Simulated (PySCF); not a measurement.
Molecule: cyclohexane, C₆H₁₂.

Geometry:
| atom | x (Å) | y (Å) | z (Å) |
| --- | --- | --- | --- |
| C1 | -0.682 | 1.122 | -0.672 |
| C2 | 0.743 | 1.265 | -0.146 |
| C3 | 1.468 | -0.078 | -0.115 |
| C4 | 0.682 | -1.122 | 0.672 |
| C5 | -0.743 | -1.265 | 0.146 |
| C6 | -1.468 | 0.078 | 0.115 |
| H7 | -0.646 | 0.821 | -1.736 |
| H8 | -1.200 | 2.093 | -0.644 |
| H9 | 1.306 | 1.990 | -0.756 |
| H10 | 0.711 | 1.682 | 0.877 |
| H11 | 1.608 | -0.437 | -1.151 |
| H12 | 2.478 | 0.042 | 0.309 |
| H13 | 1.200 | -2.093 | 0.644 |
| H14 | 0.646 | -0.821 | 1.736 |
| H15 | -1.306 | -1.990 | 0.756 |
| H16 | -0.711 | -1.682 | -0.877 |
| H17 | -1.608 | 0.437 | 1.151 |
| H18 | -2.478 | -0.042 | -0.309 |

Geometry PBE0-D3(BJ)/def2-SVP throughout; GIAO in PySCF, gas phase, one conformer, non-relativistic; equivalent atoms averaged; functional PBE0.

Q: How do the shifts δ (against TMS at the same level) depend on the basis set? (ppm; last column core-seconds on shared hosts with different chips, so compare them loosely)

A: 
```
    basis set  functions  C1/C2/C3/C4/C5/C6  H7/H8/H9/H10/H11/H12/H13/H14/H15/H16/H17/H18  core-s
       STO-3G         42               26.3                                          0.74     3.6
        6-31G         78               26.9                                          1.54     7.1
     pcSseg-0         78               26.7                                          1.22     6.3
       6-31G*        108               26.3                                          1.48     9.7
     def2-SVP        144               26.2                                          1.20      14
      cc-pVDZ        144               29.0                                          1.32      15
     pcSseg-1        162               28.7                                          1.33      28
6-311+G(2d,p)        234               28.8                                          1.40      32
  aug-cc-pVDZ        246               29.0                                          1.49      34
    def2-TZVP        258               29.6                                          1.42      39
     IGLO-III        330               30.0                                          1.42      53
```

Q: Which nucleus moves most, in ppm?

A: C1/C2/C3/C4/C5/C6 (sp3 CH2 in a ring): from 26.2 ppm with def2-SVP to 30.0 ppm with IGLO-III. The smallest spread is 0.81 ppm, at H7/H8/H9/H10/H11/H12/H13/H14/H15/H16/H17/H18. Proton shifts span only some 12 ppm, so a few tenths of a ppm matter as much there as several ppm in carbon.

Q: Taking the largest basis, IGLO-III (330 functions), as the yardstick, rank the others by their worst heavy-atom deviation.

A: def2-TZVP 0.4 ppm (258 functions), cc-pVDZ 1.0 ppm (144 functions), aug-cc-pVDZ 1.1 ppm (246 functions), 6-311+G(2d,p) 1.3 ppm (234 functions), pcSseg-1 1.3 ppm (162 functions), 6-31G 3.2 ppm (78 functions), pcSseg-0 3.3 ppm (78 functions), STO-3G 3.7 ppm (42 functions), 6-31G* 3.8 ppm (108 functions), def2-SVP 3.8 ppm (144 functions).

A small basis that lands close on one nucleus may do so by chance; judge by the trend and by all nuclei.
